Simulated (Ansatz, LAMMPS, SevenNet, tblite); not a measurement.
Ladder of methods for the LA phonon frequency at L of zinc-blende GaAs

Reference value: 207 cm⁻¹ (measured, temperature not stated, no zero-point or thermal correction; as tabulated in Giannozzi et al., Phys. Rev. B (1991)).

### Question
What do BOP GaAs.bop.table, GFN2-xTB, SevenNet-0, LDA, PBE, PBE-D3(BJ), r²SCAN, B3LYP (VWN-RPA form), HSE06, LC-ωPBE, r²SCANh, Hartree–Fock give, and how far is each from the reference?

### Answer

```
level (code)                   value (cm⁻¹)  cell (Å³/atom)  difference (%)
-----------------------------  ------------  --------------  --------------
BOP GaAs.bop.table (LAMMPS)             224           22.71            +8.2
GFN2-xTB (tblite)                       111           27.62             -46
SevenNet-0                              177           23.78           -14.5
LDA (Ansatz)                            206           21.99            -0.5
PBE (Ansatz)                            197           23.70            -4.8
PBE-D3(BJ) (Ansatz)                     202           22.85            -2.4
r²SCAN (Ansatz)                         209           22.75            +1.0
B3LYP (VWN-RPA form) (Ansatz)           207           23.95             0.0
HSE06 (Ansatz)                          209           22.94            +1.0
LC-ωPBE (Ansatz)                        228           21.64           +10.1
r²SCANh (Ansatz)                        212           22.60            +2.4
Hartree–Fock (Ansatz)                   230           23.83           +11.1
```

Leaving aside GFN2-xTB (imaginary modes in this run): Once the reference is moved by up to 3.0 % (a margin picked here for doubts on the reference and the settings, and for temperature and zero-point motion) and values within 1.0 % count as equal, the nearest can be B3LYP (VWN-RPA form) (0.0 %), LDA (-0.5 %), r²SCAN (+1.0 %), HSE06 (+1.0 %), PBE-D3(BJ) (-2.4 %) or r²SCANh (+2.4 %). By the same margin the farthest can be SevenNet-0 (-14.5 %), Hartree–Fock (+11.1 %) or LC-ωPBE (+10.1 %).

The measured value isn't corrected to a static lattice, so vibrations enter the comparison.  GFN2-xTB: the method was fitted mainly to molecules. GFN2-xTB: the run uses a supercell at the zone centre in place of a k mesh. PBE-D3(BJ): the dispersion coefficients are held fixed in the derivatives. Each level is taken at its own relaxed cell. Cutoffs and k meshes differ between the levels. Ansatz's density-functional and Hartree–Fock values are scalar-relativistic unless marked +SOC, with PAW data made under PBE.

Empirical potentials (BOP GaAs.bop.table) are fitted to chosen data: where that held the value shown, agreement is built in, and what lay outside the fit can be far off. Machine-learned potentials (SevenNet-0) are trained on DFT data: a solid inside that data is no test of them.

Differences are worked out from the printed values.

Ansatz is a quantum-chemistry and plane-wave program.
